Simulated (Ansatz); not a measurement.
Species, as SMILES: Cl[B]Cl, doublet.
Atoms: B1, Cl2, Cl3. Bonds: B1-Cl2, B1-Cl3.

Basis-set convergence of the highest harmonic wavenumber at MP2 with Ansatz (a first-principles code). Each level at its own minimum, finite differences of forces, unscaled; the reference is a large set that could be run, not a limit. Cartesian d functions, on some or all atoms, in 6-31G*, 6-311G**, 6-311+G**; all else is spherical. Cores are frozen. Open shells are unrestricted. No added dispersion term, no relativity. Reference: the value in aug-cc-pV(T+d)Z, 1011 cm⁻¹, itself unsure by roughly 2 cm⁻¹ (its distance from def2-TZVPPD). Deviations are taken from unrounded values.

| basis | functions | highest harmonic wavenumber (cm⁻¹) | minus reference (cm⁻¹) |
|---|---|---|---|
| def2-SVP | 50 | 1047 | 36 |
| 6-31G* | 53 | 1039 | 27 |
| cc-pV(D+d)Z | 60 | 1033 | 21 |
| 6-311G** | 72 | 1031 | 20 |
| 6-311+G** | 84 | 1032 | 21 |
| aug-cc-pV(D+d)Z | 87 | 998 | -13 |
| 6-311++G(3df,3pd) | 133 | 1019 | 8 |
| jun-cc-pV(T+d)Z | 135 | 1013 | 2 |
| aug-cc-pV(T+d)Z | 156 | 1011 | 0 |
